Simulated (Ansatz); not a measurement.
## Molecular dynamics of CH$_{6}$Si

Input file:

```yaml
crystal:
  periodic: [false, false, false]
  atoms:
    - { symbol: Si, position_ang: [-0.001738, 0.003105, -0.010954] }
    - { symbol: H, position_ang: [-0.233935, -0.135, 1.464205] }
    - { symbol: H, position_ang: [1.472046, 0.092507, -0.052026] }
    - { symbol: C, position_ang: [-0.877831, 1.524212, -0.629654] }
    - { symbol: H, position_ang: [-1.967377, 1.488696, -0.41371] }
    - { symbol: H, position_ang: [-0.581432, 2.407419, -0.053167] }
    - { symbol: H, position_ang: [-0.758277, 1.771592, -1.728959] }
    - { symbol: H, position_ang: [-0.470939, -1.251842, -0.629973] }
basis:
  gaussian: { orbitals: def2-SVP }
hamiltonian:
  xc: cam_b3lyp
  dispersion: d4
md:
  timestep: 0.5
  n_steps: 150
  ensemble: nve
  temperature: 50.0
  initial_velocities: maxwell_boltzmann
  seed: 268103
```

Launched with:

```bash
$ ansatz run input.yaml --threads 1 --pin off --max-ram 2048MiB --backend cpu --events-out ev --progress --plain --runs-dir out
```

It goes on from the last frame of an earlier run, with new velocities.

Output, in part (one step line in 6, the closing report, with atoms numbered from 0):

```
md step     0: t =     0.00 fs  T =    50.0 K  F+E_penalty+E_count = -9008.48158090 eV  E_kin = 0.038778 eV  conserved = -9008.44280290 eV  (20 SCF iters)
md step     6: t =     3.00 fs  T =    65.8 K  F+E_penalty+E_count = -9008.49417956 eV  E_kin = 0.051052 eV  conserved = -9008.44312727 eV  (22 SCF iters)
md step    12: t =     6.00 fs  T =    96.7 K  F+E_penalty+E_count = -9008.51800719 eV  E_kin = 0.074963 eV  conserved = -9008.44304465 eV  (20 SCF iters)
md step    18: t =     9.00 fs  T =   111.0 K  F+E_penalty+E_count = -9008.52909660 eV  E_kin = 0.086053 eV  conserved = -9008.44304331 eV  (22 SCF iters)
md step    24: t =    12.00 fs  T =    97.6 K  F+E_penalty+E_count = -9008.51878894 eV  E_kin = 0.075700 eV  conserved = -9008.44308846 eV  (22 SCF iters)
md step    30: t =    15.00 fs  T =    71.6 K  F+E_penalty+E_count = -9008.49836955 eV  E_kin = 0.055504 eV  conserved = -9008.44286512 eV  (22 SCF iters)
md step    36: t =    18.00 fs  T =   100.1 K  F+E_penalty+E_count = -9008.52083501 eV  E_kin = 0.077650 eV  conserved = -9008.44318454 eV  (21 SCF iters)
md step    42: t =    21.00 fs  T =   106.6 K  F+E_penalty+E_count = -9008.52566720 eV  E_kin = 0.082691 eV  conserved = -9008.44297658 eV  (22 SCF iters)
md step    48: t =    24.00 fs  T =   119.1 K  F+E_penalty+E_count = -9008.53551495 eV  E_kin = 0.092370 eV  conserved = -9008.44314471 eV  (22 SCF iters)
md step    54: t =    27.00 fs  T =   104.6 K  F+E_penalty+E_count = -9008.52416577 eV  E_kin = 0.081140 eV  conserved = -9008.44302570 eV  (22 SCF iters)
md step    60: t =    30.00 fs  T =    84.1 K  F+E_penalty+E_count = -9008.50824816 eV  E_kin = 0.065246 eV  conserved = -9008.44300218 eV  (22 SCF iters)
md step    66: t =    33.00 fs  T =    71.0 K  F+E_penalty+E_count = -9008.49806694 eV  E_kin = 0.055043 eV  conserved = -9008.44302416 eV  (20 SCF iters)
md step    72: t =    36.00 fs  T =    73.2 K  F+E_penalty+E_count = -9008.49976568 eV  E_kin = 0.056782 eV  conserved = -9008.44298405 eV  (22 SCF iters)
md step    78: t =    39.00 fs  T =    93.2 K  F+E_penalty+E_count = -9008.51538718 eV  E_kin = 0.072250 eV  conserved = -9008.44313755 eV  (22 SCF iters)
md step    84: t =    42.00 fs  T =    96.1 K  F+E_penalty+E_count = -9008.51758637 eV  E_kin = 0.074561 eV  conserved = -9008.44302546 eV  (22 SCF iters)
md step    90: t =    45.00 fs  T =    96.3 K  F+E_penalty+E_count = -9008.51772773 eV  E_kin = 0.074695 eV  conserved = -9008.44303247 eV  (22 SCF iters)
md step    96: t =    48.00 fs  T =   106.2 K  F+E_penalty+E_count = -9008.52545100 eV  E_kin = 0.082390 eV  conserved = -9008.44306146 eV  (22 SCF iters)
md step   102: t =    51.00 fs  T =    97.5 K  F+E_penalty+E_count = -9008.51862051 eV  E_kin = 0.075616 eV  conserved = -9008.44300493 eV  (22 SCF iters)
md step   108: t =    54.00 fs  T =    82.2 K  F+E_penalty+E_count = -9008.50678254 eV  E_kin = 0.063749 eV  conserved = -9008.44303336 eV  (22 SCF iters)
md step   114: t =    57.00 fs  T =    89.1 K  F+E_penalty+E_count = -9008.51205483 eV  E_kin = 0.069105 eV  conserved = -9008.44294972 eV  (21 SCF iters)
md step   120: t =    60.00 fs  T =   133.2 K  F+E_penalty+E_count = -9008.54649715 eV  E_kin = 0.103305 eV  conserved = -9008.44319192 eV  (21 SCF iters)
md step   126: t =    63.00 fs  T =   123.8 K  F+E_penalty+E_count = -9008.53915243 eV  E_kin = 0.096051 eV  conserved = -9008.44310104 eV  (22 SCF iters)
md step   132: t =    66.00 fs  T =    65.6 K  F+E_penalty+E_count = -9008.49387261 eV  E_kin = 0.050861 eV  conserved = -9008.44301161 eV  (20 SCF iters)
md step   138: t =    69.00 fs  T =    31.8 K  F+E_penalty+E_count = -9008.46759576 eV  E_kin = 0.024678 eV  conserved = -9008.44291807 eV  (20 SCF iters)
md step   144: t =    72.00 fs  T =    72.5 K  F+E_penalty+E_count = -9008.49917019 eV  E_kin = 0.056230 eV  conserved = -9008.44293989 eV  (22 SCF iters)
md step   150: t =    75.00 fs  T =   136.1 K  F+E_penalty+E_count = -9008.54883684 eV  E_kin = 0.105588 eV  conserved = -9008.44324856 eV  (21 SCF iters)
Total energy: -9008.54894605 eV, -331.0580675534 hartree
Atom 0 at    -0.000355    -0.001080    -0.009694 Å, force    -0.133200     0.260037     0.637151 eV/Å
Atom 1 at    -0.256268    -0.122627     1.460207 Å, force    -0.111486    -0.062168    -0.078285 eV/Å
Atom 2 at     1.468228     0.137614    -0.096893 Å, force     0.229933    -0.027918    -0.284784 eV/Å
Atom 3 at    -0.885345     1.532627    -0.625564 Å, force    -0.155699     0.329026    -0.485387 eV/Å
Atom 4 at    -1.975974     1.464311    -0.445559 Å, force     0.224172    -0.060537    -0.057782 eV/Å
Atom 5 at    -0.521923     2.399498    -0.044370 Å, force    -0.021047    -0.063087    -0.147650 eV/Å
Atom 6 at    -0.733615     1.750841    -1.713585 Å, force    -0.022463    -0.172746     0.632729 eV/Å
Atom 7 at    -0.469347    -1.239934    -0.657279 Å, force    -0.010210    -0.202607    -0.215993 eV/Å
Dipole moment:    -0.073478     0.116263    -0.090895 e Å
```

All steps were run. The conserved energy stayed within 0.063 meV per atom of its start (net change -0.056 meV per atom), so the integration is sound. The kinetic energy rose, since the run started high on the potential surface and went downhill. A run of 0.075 ps of so small a system gives no equilibrium averages.

The same pairs are bonded in the first frame and the last. Pairs count as bonded within 1.25 times the sum of covalent radii (0.12 Å more for H–H).

Last frame:

```xyz
8
Properties=species:S:1:pos:R:3
Si 0.000 -0.001 -0.010
H -0.256 -0.123 1.460
H 1.468 0.138 -0.097
C -0.885 1.533 -0.626
H -1.976 1.464 -0.446
H -0.522 2.400 -0.044
H -0.734 1.751 -1.714
H -0.469 -1.240 -0.657
```

Run time: 3.9 min on 1 thread of Arm Neoverse V1, with other jobs on the host, peak memory 0.12 GiB.
